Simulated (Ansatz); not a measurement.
## Energy profile

The step: SiH₃F ([F][SiH3]) + SiH₃ → SiH₂F ([F][SiH2]) + SiH₄; bonds formed: H1–Si4; bonds broken: H1–Si2 (atoms numbered as in the saddle structure below).

```xyz
9
angstrom
H 0.1966 -0.1527 0.3381
Si 0.1308 -1.5976 -0.6603
F -0.6121 -0.9216 -1.9139
Si -0.0521 1.5363 0.7966
H -0.7419 -2.6963 -0.1631
H 1.4386 -2.1203 -1.1433
H -1.5129 1.8081 0.7768
H 0.5000 1.7515 2.1611
H 0.6530 2.3928 -0.1918
```

Electronic energies by CCSD(T) at an estimated basis limit (MP2 extrapolated from triple and quadruple zeta, plus CCSD(T) − MP2 in triple zeta), on PBE0-D4/def2-TZVP structures; Si₂H₆F, doublet; no counterpoise correction; spin–orbit coupling, which lowers free halogen atoms and radicals such as OH and SH, is left out. Ansatz 0.2.0; basis: def2-TZVPP and def2-QZVPP; cores frozen in the correlated methods; orbitals are unrestricted. Extrapolation: Hartree–Fock as exp(−7.88 √X), correlation as X^−2.97.

(1) Give the profile in kcal/mol, counted from the separated reactants. (An estimate is asked for; the value comes from the calculation.)

The T1 diagnostic stays at or below 0.016. ⟨S²⟩ of the unrestricted Hartree–Fock references: 0.75 to 0.78 (a pure state has 0.75). The start structure is not quite a true minimum (one mode of 38i cm⁻¹). The end structure is not quite a true minimum (one mode of 43i cm⁻¹).

Results:

(1) By the calculation:
```csv
point,kcal/mol
"separated: SiH₃F (linked as [F][SiH3]; H1, Si2, F3, H5, H6; singlet) + SiH₃ (Si4, H7, H8, H9; doublet)",0.00
start structure,-0.91
saddle,12.65
end structure,1.64
"separated: SiH₄ (H1, Si4, H7, H8, H9; singlet) + SiH₂F (linked as [F][SiH2]; Si2, F3, H5, H6; doublet)",2.72
```

Radical steps of this kind take place in plasma deposition and etching.

For scale, one of the runs: CCSD(T)/def2-TZVPP, 199 basis functions, launched by `ansatz run in.yaml --threads 4 --pin off --events-out ev --progress --plain --max-ram 9574MiB`. Hardware: 4 CPU threads of an Arm Neoverse V1, shared host. Wall time 2.2 min; peak host memory 5.7 GiB.
